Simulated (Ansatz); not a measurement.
**Isomers**

Structures of CH₆BO (charge +1), singlet, relaxed at PBE0-D4/def2-TZVP (vibrations not checked; lower isomers may exist, and structures with a doubtful reference or unclear bonds are left out). Ansatz 0.2.0; basis: def2-TZVPP; cores frozen in the correlated methods. B3LYP uses VWN-RPA correlation.

(1) Rank them by CCSD(T) energy, lowest first, and give each one's height above the lowest. Links in brackets join atoms within 1.22 times the sum of their covalent radii (1.1 for two metals). (An estimate is asked for; the value comes from the calculation.)
A.
CH₆BO ([OH2][CH][BH]1[H][H]1), total charge +1
```
9
angstrom
C 0.5089 0.0030 -0.0228
B -0.7460 0.5425 -0.3988
O 0.5655 -1.3140 0.6246
H -1.8838 0.2436 -0.3085
H -0.4377 1.4119 -1.3619
H -0.4809 1.8321 -0.5911
H 1.5275 0.3344 -0.1678
H -0.3124 -1.7145 0.7612
H 1.0925 -1.3446 1.4446
```
B.
CH₆BO ([BH2][CH2][OH2]), total charge +1
```
9
angstrom
B 0.7130 -0.6976 0.8950
C 0.3623 0.4056 -0.1419
O -1.1097 0.3618 -0.5264
H -1.3474 0.7994 -1.3620
H -1.4995 -0.5280 -0.4677
H 0.4959 1.4192 0.2416
H 0.9345 0.2926 -1.0677
H -0.0982 -1.5099 1.2206
H 1.8235 -0.6971 1.3123
```
C.
CH₆BO ([CH3][BH][OH2]), total charge +1
```
9
angstrom
B -0.5776 -0.3709 0.2292
C 0.1896 0.6047 -0.6425
O 0.1665 -1.0905 1.2641
H -0.2867 1.5913 -0.5633
H -1.7180 -0.6865 0.2454
H 1.2585 0.7138 -0.4492
H 0.0472 0.3203 -1.6938
H 1.1201 -0.9670 1.4116
H -0.2493 -1.7327 1.8639
```

(2) Do PBE-D4, r2SCAN-D4, PBE0-D4, B3LYP-D4, wB97M-V, HF, MP2 give the same order? (A judgement: the text doesn't fix the answer.)

The T1 diagnostic stays at or below 0.012. The restricted Hartree–Fock reference is unstable towards an unrestricted one at one or more of these structures.

For scale, one of the runs: CCSD(T)/def2-TZVPP, 177 basis functions, launched by `ansatz run in.yaml --threads 2 --pin off --events-out ev --progress --plain --max-ram 4352MiB`. The run took 28 s on 2 CPU threads of an Arm Neoverse V2 (shared host), with 1.7 GiB of host memory at its peak.

Results:

(1) Computed: C (0.000 eV), B (2.083 eV), A (3.997 eV). Heights count from the lowest.

(2) Computed: All do.
